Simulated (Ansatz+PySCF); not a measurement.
A calculation with Ansatz (development build ahead of 0.2.0).

```yaml
crystal:
  periodic: [false, false, false]
  atoms:
    - { symbol: Li, position_ang: [0.0, 0.0, -1.57422] }
    - { symbol: Li, position_ang: [0.0, 0.0, 1.57422] }
basis:
  gaussian: { orbitals: cc-pCVTZ }
total_charge: 1
magnetization:
  spin_polarized: true
  initial_magnetization: 1
hamiltonian:
  xc: hf
correlation:
  method: ccsd_t
  frozen_orbitals: { Li: 0 }
scf:
  omitted_lower_state_checks: [stability, starts, atomic_configurations, cluster_reference, orbital_swaps, given_window_search, neighbouring_geometries, increment]
```

The input is written out in the form of the current development build from the run's settings.

The run gave:

| Quantity | Value |
| --- | --- |
| Converged | yes |
| Reference energy | -14.71605 hartree |
| CCSD correlation energy | -0.08204 hartree |
| Triples correction | -0.00003 hartree |
| Total energy | -14.79812 hartree |
| Spin squared of the determinant | 0.750 |
